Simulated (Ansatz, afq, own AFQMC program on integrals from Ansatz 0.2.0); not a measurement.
Integrals from Ansatz 0.2.0, then the random walk in our own AFQMC program (afq).

```yaml
crystal:
  periodic: [false, false, false]
  atoms:
    - {symbol: B, position_ang: [0.000000, 0.000000, 0.000000]}
    - {symbol: O, position_ang: [0.000000, 0.000000, 1.200581]}
basis:
  gaussian: {orbitals: cc-pVTZ}
magnetization: {spin_polarized: true, initial_magnetization: 1}
correlation: {method: ccsd_t, electrons: outside_noble_gas, hamiltonian_folder: ham}
```

```sh
$ ansatz run in.yaml --threads 1 --pin off --events-out ev --progress --plain --max-ram 16896MiB --backend cuda --devices 0, --max-vram 18GiB
```

afq runs on the folder ham with

```
--method free --trial cisd --walkers 2600 --time-step 0.03 --max-blocks 4000 --target-error 0.00036 --factor-cut 1e-05 --seed 942 --times 0,0.3,0.6,1.2,1.8,2.4,3.6,4.8,6 --taylor-order 8
```

Times are imaginary, in 1/Eh. The walk had a cap of 118 s.

Log:

```
orbitals 58  electrons 5 4  factors 368 of 368
reference energy -99.55663271 Eh
CCSD correlation -0.29891566 Eh in 12 cycles, weight of the determinant in the CISD state 0.9004
repeat  energy at the last time / Eh  error
    10  -99.872154  0.001599
    20  -99.872602  0.001129
    30  -99.871350  0.000927
time / (1/Eh)  energy / Eh  error  mean overlap
  0.00  -99.855473  0.000081  1.1105
  0.30  -99.866367  0.000117  1.1080
  0.60  -99.868642  0.000104  1.1105
  1.20  -99.870054  0.000148  1.1156
  1.80  -99.870586  0.000214  1.1187
  2.40  -99.871027  0.000209  1.1184
  3.60  -99.870823  0.000365  1.1096
  4.80  -99.871612  0.000474  1.1152
  6.00  -99.871350  0.000927  1.1078
energy -99.871350 +/- 0.000927 Eh
```

The run passed its tests (error under three times the target), which doesn't prove that it has relaxed, ending at its cap on processor time.

Against this walk (error 25.2 meV) on the same determinant: CCSD(T) 39.6 meV higher (within the noise), CCSDT(Q) 4.2 meV lower (within the noise). The error is statistical, and a free projection of finite length keeps a remainder of its start.

Cautions: remainder of the start not in the error; error above the target (25.2 against 9.8 meV).

The walk took 120 s on 1 × NVIDIA H100 80GB HBM3 with 2 threads of AMD EPYC 7R13 Processor (Zen 3) (shared host) (the card was shared). The log's last line is the free-projection energy.

CCSDT and higher add their correlation energy to the determinant of the CCSD(T) run, since their own runs factorise the integrals more tightly (a shift of under 2 meV). A walk keeps the symmetry of its determinant, which the program's search chose and which needn't be the lowest solution, so a lower state of the same spin and another symmetry isn't excluded.
